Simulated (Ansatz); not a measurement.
Input file:

```yaml
crystal:
  periodic: [false, false, false]
  atoms:
    - {symbol: B, position_ang: [-0.006978, 0.007000, 0.015117]}
    - {symbol: H, position_ang: [0.465497, 0.493295, 1.072421]}
    - {symbol: H, position_ang: [-0.492768, -0.463884, 1.073362]}
    - {symbol: H, position_ang: [-0.478890, 0.478402, -1.049160]}
    - {symbol: H, position_ang: [0.581001, -0.582898, -1.258769]}
basis:
  gaussian: {orbitals: cc-pVDZ}
total_charge: 1
magnetization: {spin_polarized: true, initial_magnetization: 3}
correlation: {method: bccd_t, electrons: valence}
scf: {lower_state_search: off}
output: {forces: true}
```

```sh
$ ansatz run in.yaml --threads 1 --pin off --events-out ev --progress --plain --max-ram 2393MiB
```

Task: How does this run end?

Result: Refused. The input was made wrong on purpose (multiplicity of wrong parity), so the run isn't a sound calculation of what was asked.
```
Error: a molecule whose nuclei and cores have a total charge of 9 cannot have a net charge of 1 together with 3 unpaired electrons
```
